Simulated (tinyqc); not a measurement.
Worked calculation: Pariser-Parr-Pople SCF with singles CI, for the molecule C=CC(=C)[CH2-] (SMILES; centres numbered as the heavy atoms are written). One step of it, computed by the program tinyqc.

Problem. Singles CI, triplets. Over the 6 single excitations with the smallest orbital gaps: A = (e_a - e_i) delta - (ij|ab), with (pq|rs) = sum c_mp c_mq gamma_mn c_nr c_ns.

orbital energies (eV): -8.166315  -5.397955  -2.063055  2.857208  6.549605

coefficients:
```
         MO1        MO2        MO3        MO4        MO5
1C  0.455299   0.593701   0.006736   0.636479   0.187271
2C  0.617233   0.307336  -0.019195  -0.616129  -0.380242
3C  0.530218  -0.481318   0.003460  -0.132016   0.685391
4C  0.253786  -0.408298  -0.698128   0.329141  -0.416135
5C  0.257270  -0.393305   0.715675   0.299194  -0.421207
```

repulsion gamma_rs (eV), lower triangle:
```
           1C         2C         3C         4C         5C
1C  11.130000
2C   5.344569  11.130000
3C   3.872154   5.346287  11.130000
4C   3.517359   3.872515   5.345539  11.130000
5C   2.881359   3.873196   5.346287   3.872515  11.130000
```

Give: triplet CI matrix; triplet excitation energies.

Solution.

triplet CI matrix (eV), lower triangle:
```
         3>4      2>4      3>5      1>4     2>5     1>5
3>4   0.5804
2>4  -0.1052   2.4950
3>5   1.1666   0.0088   2.7994
1>4   0.0958  -1.2057   0.0251   4.8295
2>5   0.0088  -0.1150   0.0122  -1.1220  6.2421
1>5   0.0251  -1.1220  -0.0022  -0.6016  1.0514  8.6955
```

triplet excitation energies (eV): 0.0756  1.7240  3.2965  4.6566  6.4945  9.3947
